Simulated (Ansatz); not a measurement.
**HO+ (singlet): wave-function methods side by side, aug-cc-pVTZ**

The task here is to estimate one member of a computed series from the others.

Program: Ansatz 0.2.0, Gaussian basis. Level of theory: aug-cc-pVTZ, core rule «outside noble gas», up to 1 orbitals frozen. These are calculated values, not measurements.

To be run: UHF; CCSD(T) on RHF; CCSD(T) on UHF; BCCD(T) on RHF; CCSDT(Q) on RHF; CCSDT(Q) on UHF; CCSDTQ on RHF; CASSCF and MRCISD+Q, 6 electrons in 5 orbitals; CASSCF and NEVPT2, 6 electrons in 5 orbitals; Full CI; Full CI in the symmetry of the determinant.

2 further runs of the same task are left out: 2 set aside as unsound or not needed.

### What is computed

The geometry is a PBE0/def2-TZVP stationary point (not a proven minimum).

2 atoms, charge 1, spin multiplicity 1.

Atoms are counted from 1 here; the program's logs count them from 0.

Bond lengths: O1–H2 1.037 Å.

Set-up of the first run:

Input file in.yaml:

```yaml
crystal:
  periodic: [false, false, false]
  atoms:
    - {symbol: O, position_ang: [0.000000, 0.000000, 0.000000]}
    - {symbol: H, position_ang: [0.000000, 0.000000, 1.036612]}
basis:
  gaussian: {orbitals: aug-cc-pVTZ}
total_charge: 1
magnetization: {spin_polarized: true, initial_magnetization: 0}
hamiltonian: {xc: hf}
output: {orbitals: {seedname: orbitals}}
```

Started as:

```bash
> ansatz run in.yaml --threads 1 --pin off --events-out ev --progress --plain --max-ram 3956MiB --backend cpu
```

Among the steps run: UHF; CCSD(T) on RHF; CCSD(T) on UHF; BCCD(T) on RHF; CCSDT(Q) on RHF; CCSDT(Q) on UHF; CCSDTQ on RHF; CASSCF and MRCISD+Q, 6 electrons in 5 orbitals; CASSCF and NEVPT2, 6 electrons in 5 orbitals; Full CI; Full CI in the symmetry of the determinant.

One table of the session follows, with a row left open; its other results are not shown here.

| method | from FCI (kcal/mol) |
| --- | --- |
| RHF | ? |
| RMP2 | +34.66 |
| RCCSD | +13.81 |
| RCCSD(T) | +7.06 |
| BCCD(T) | +7.08 |
| RCCSDT | +0.44 |
| RCCSDT(Q) | -0.25 |
| RCCSDTQ | 0.00 |
| CASSCF valence | +98.72 |
| NEVPT2 valence | +14.25 |
| MRCISD valence | +3.40 |
| MRCISD+Q valence | +0.27 |
| FCI | 0 |

Estimate the missing values for RHF.

The run gave: from FCI (kcal/mol): +140.63. In the column «from FCI (kcal/mol)» it is the highest.

To keep in mind: The report flags that the cluster equations may have other roots. Left out of the table: UHF, UMP2, UCCSD, UCCSD(T), UCCSDT, UCCSDT(Q) (another determinant or state than the rows shown). The program flags RCCSDT(Q), RCCSDTQ as in doubt, so those rows may rest on another solution; read them beside their warnings. RCCSDT(Q) falls below full CI, which methods that aren't variational can do.
